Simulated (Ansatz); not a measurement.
`OCC(F)(F)F` + H₂ → `CC(F)(F)F` + H₂O at 500 K and 1 bar (hydrogenolysis of a C–O bond).

Computed with Ansatz on PBE0-D4/def2-TZVP structures; ΔE is electronic, products minus reactants. CBS: MP2 limit from def2 TZ/QZ plus the TZ coupled-cluster correction, frozen cores. This one scheme is used for every species. One conformer a species, not always the lowest.

| species | CCSD(T)/CBS energy (Eh) | H − E (kJ/mol) | S (J/(mol·K)) |
| --- | --- | --- | --- |
| `OCC(F)(F)F` | -452.45922 | 192.0 | 375.9 |
| H₂ | -1.17544 | 41.0 | 145.5 |
| `CC(F)(F)F` | -377.30189 | 171.7 | 333.4 |
| H₂O | -76.37941 | 73.2 | 206.3 |

H − E and S are ideal-gas, rigid-rotor, harmonic terms from PBE0-D4/def2-TZVP, for one conformer and one mirror image of each species. The MP2-based limit puts H₂ 0.8 mEh under its directly extrapolated value; such offsets cancel only in part. 1 Eh = 2625.50 kJ/mol, R = 8.31446 J/(mol·K).

**Question.** By hand: ΔE, ΔH, ΔS and ΔG.

**Answer.** ΔE = (-377.30189) + (-76.37941) − (-452.45922) − (-1.17544) = -0.04664 Eh = -122.5 kJ/mol. Δ(H − E) = 171.7 + 73.2 − 192.0 − 41.0 = 11.9, so ΔH = -110.6 kJ/mol. ΔS = 333.4 + 206.3 − 375.9 − 145.5 = 18.3 J/(mol·K). ΔG = -110.6 − 500 × (18.3)/1000 = -119.8 kJ/mol.

**Question.** By hand: the equilibrium constant, and the temperature at which ΔG would vanish if ΔH and ΔS stayed fixed.

**Answer.** log₁₀ K = −ΔG/(RT ln 10) = 12.5. ΔH and −TΔS have one sign here, so there is no such temperature.

ΔH outweighs TΔS. A doubt of 5 kJ/mol in ΔE shifts log₁₀ K by 0.5 here. Other conformers and mirror images would add mixing entropy, several J/(mol·K) or more a flexible species. These are equilibria of isolated gas molecules and say nothing of rates. Largest T1 diagnostic: 0.011 (customary marks: 0.02 for closed shells, 0.045 for open ones).
